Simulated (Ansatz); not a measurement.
# MgH2S2 (SMILES [SH][Mg][SH]): one structure at several levels

One table from this session's results is given with a row withheld; the runs are named, their logs left out.

Method: single points in def2-TZVPP; program: Ansatz 0.2.0, Gaussian basis.

Correlated methods freeze the cores. The outer core shell of Li, Na, Mg and K is correlated.

**Where the work starts**

SMILES `[SH][Mg][SH]`, 5 atoms, charge 0, spin multiplicity 1.

Atoms are counted from 1 here; the program's logs count them from 0.

Bond lengths: S1–Mg2 2.350 Å, S1–H4 1.444 Å, Mg2–S3 2.316 Å, S3–H5 1.507 Å. Angles: Mg2–S1–H4 87.1°, S1–Mg2–S3 169.0°, Mg2–S3–H5 91.8°.

As a file:

```xyz
5
charge 0, multiplicity 1
S    -2.31670    0.44120   -0.37630
Mg   -0.09180    0.34140    0.37380
S     1.95420   -0.08660    1.37200
H    -1.85230   -0.16470   -1.60240
H     2.43540   -0.85140    0.16610
```

The first run:

File run/in.yaml:

```yaml
crystal:
  periodic: [false, false, false]
  atoms:
    - {symbol: S, position_ang: [-2.316700, 0.441200, -0.376300]}
    - {symbol: Mg, position_ang: [-0.091800, 0.341400, 0.373800]}
    - {symbol: S, position_ang: [1.954200, -0.086600, 1.372000]}
    - {symbol: H, position_ang: [-1.852300, -0.164700, -1.602400]}
    - {symbol: H, position_ang: [2.435400, -0.851400, 0.166100]}
basis:
  gaussian: {orbitals: def2-TZVPP}
correlation: {method: ccsd_t}
output: {forces: true}
```

Run with:

```sh
> ansatz run in.yaml --threads 4 --pin off --events-out ev --progress --plain --max-ram 5222MiB
```

Steps of the session up to this table: CCSD(T)/def2-TZVPP; PBE0-D4/def2-TZVPP; wB97M-V/def2-TZVPP; r2SCAN-D4/def2-TZVPP; PBE-D4/def2-TZVPP; wB97X-V/def2-TZVPP; HSE06-D4/def2-TZVPP.

One of the session's tables, all rows but one given; the rest of the session is left out.

```
   method  RMS force component (eV/Å)  angle to CCSD(T) forces (°)  dipole (D)
  CCSD(T)                       1.266                    reference        1.44
  PBE0-D4                           ?                            ?           ?
  wB97M-V                       1.299                          1.3        1.47
r2SCAN-D4                       1.253                          0.9        1.52
   PBE-D4                       1.122                          1.7        1.42
  wB97X-V                       1.345                          2.2        1.58
 HSE06-D4                       1.279                          1.3        1.52
```

Estimate the missing values for PBE0-D4.

The run gave: RMS force component (eV/Å): 1.283; angle to CCSD(T) forces (°): 1.4; dipole (D): 1.52. In the column «RMS force component (eV/Å)» it lies between HSE06-D4 (1.279) and wB97M-V (1.299).
